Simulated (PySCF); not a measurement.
How the functional moves excitation energies

Species: 1,1,1-trichloro-2-fluoroethane, C2H2Cl3F.
Bonds: F1–C2, C2–C3, C3–Cl4, C3–Cl5, C3–Cl6. Hydrogens: H7, H8 on C2.

Linear-response calculations in the def2-SVPD basis (PySCF; singlets by full response, triplets Tamm–Dancoff, core orbitals frozen in the response; HF means time-dependent Hartree–Fock). 'Strongest' is the level of largest summed f among the singlets computed (10 roots, of which the last may lack a degenerate partner); it can jump between rows when another state enters that window. S1 is the lowest singlet of each run and needn't be the same state throughout; f(S1) is that of one state. Isolated species at its PBE0-D3(BJ)/def2-SVP geometry, gas phase.

```tsv
functional	kind	S1 (eV)	f(S1)	strongest (eV)	T1 (eV)	HOMO (eV)	gap (eV)	ionisation energy, ΔSCF (eV)
LDA	LDA	5.63	0.000	6.32	5.33	-7.72	5.47	11.08
PBE	GGA	5.66	0.000	6.39	5.29	-7.60	5.50	10.62
B3LYP	global hybrid, 20% exact exchange	6.21	0.000	6.76	5.70	-8.75	7.44	11.07
PBE0	global hybrid, 25% exact exchange	6.40	0.000	6.92	5.80	-9.04	7.98	11.17
CAM-B3LYP	range-separated hybrid	6.59	0.000	8.10	5.94	-10.41	10.50	11.44
wB97X-D	range-separated hybrid	6.61	0.000	8.08	6.01	-10.92	11.67	11.41
LC-wPBE	range-separated hybrid	6.90	0.000	8.68	6.13	-11.88	13.18	11.84
HF	Hartree–Fock	7.61	0.000	10.04	6.66	-12.42	14.62	not settled
```

Problem. What does BHandHLYP (global hybrid, 50% exact exchange) give?

Solution. S1 (eV) 6.87, f(S1) 0.000, strongest (eV) 8.55, T1 (eV) 6.15, HOMO (eV) -10.32, gap (eV) 10.36, ionisation energy, ΔSCF (eV) 11.51. S1 runs from 5.63 eV (LDA) to 7.61 eV (HF), a spread of 1.97 eV, while the orbital gap spreads over 9.1 eV. Along PBE (0%), B3LYP (20%), PBE0 (25%), BHandHLYP (50%), HF (100%) S1 rises with the share of exact exchange. −ε(HOMO) comes closest to its own ΔSCF ionisation energy with LC-wPBE (+0.04 eV) and misses most with LDA (-3.36 eV). 'Not settled' means that the ion's SCF failed to converge or may have ended in another state than the lowest.
